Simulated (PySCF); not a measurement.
Working out the electron affinity of Si

Si- [Ne] 3s2 3p3 (4S) → Si [Ne] 3s2 3p2 (3P). All numbers are calculated (PySCF 2.14, scalar relativity by spin-free X2C-1e, in aug-cc-pVTZ-DK). Frozen: [Ne]. Energies in hartree (1 hartree = 27.21139 eV):

```json
{"part": "UHF", "Si- (lower)": "-289.490305", "Si (upper)": "-289.459178"}
{"part": "MP2 opposite-spin", "Si- (lower)": "-0.054098", "Si (upper)": "-0.046672"}
{"part": "MP2 same-spin", "Si- (lower)": "-0.022166", "Si (upper)": "-0.009955"}
```

Q: What does Hartree-Fock give?

A: (-289.459178) − (-289.490305) = 0.031127 hartree = 0.847 eV.

Q: What do MP2 and SCS-MP2 (6/5 opposite-spin, 1/3 same-spin) give?

A: The opposite-spin parts differ by 0.202 eV and the same-spin parts by 0.332 eV. MP2: 0.847 + (0.202) + (0.332) = 1.381 eV. SCS-MP2: 0.847 + 1.2 × (0.202) + (0.332)/3 = 1.200 eV.

A first-order spin-orbit estimate adds -0.016 eV to MP2 (valence), giving 1.365 eV against 1.390 eV (measured; photodetachment measurements, as compiled on the Wikipedia data page of electron affinities).

What remains against the reference includes basis incompleteness, the frozen core and correlation beyond second order.
